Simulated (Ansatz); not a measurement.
Start from `C#CCOC` and change one atom or group to get `C#CC(C)OC`.

Ansatz, PBE0-D4/def2-TZVP geometries, multiplicity 1. Each molecule was computed in one conformer, which needn't be the lowest.

```csv
property,`C#CCOC`
LUMO energy (PBE/def2-TZVPP) / eV,-0.52
HOMO energy (PBE0/def2-TZVPP) / eV,-7.55
size of the dipole moment (B3LYP/def2-TZVPP) / D,1.50
HOMO–LUMO gap (PBE/def2-TZVPP) / eV,5.54
size of the dipole moment (ωB97M-V/def2-TZVPP) / D,1.51
HOMO energy (ωB97M-V/def2-TZVPP) / eV,-9.89
```

Question: What does the change do to each property? (Estimate.)

Answer: Computed: 
```tsv
property	`C#CC(C)OC`	shift
LUMO energy (PBE/def2-TZVPP) / eV	-0.34	0.18
HOMO energy (PBE0/def2-TZVPP) / eV	-7.74	-0.19
size of the dipole moment (B3LYP/def2-TZVPP) / D	0.94	-0.56
HOMO–LUMO gap (PBE/def2-TZVPP) / eV	5.80	0.26
size of the dipole moment (ωB97M-V/def2-TZVPP) / D	0.96	-0.55
HOMO energy (ωB97M-V/def2-TZVPP) / eV	-10.11	-0.22
```

With PBE0 the HOMO falls by 0.19 eV and the LUMO rises by 0.19 eV, so the gap widens by about 0.38 eV. PBE moves the HOMO by -0.07 eV and ωB97M-V by -0.22 eV. Dipoles are sizes alone; their direction can turn.

B3LYP here is the variant with VWN-RPA as its local correlation; programs differ in this.
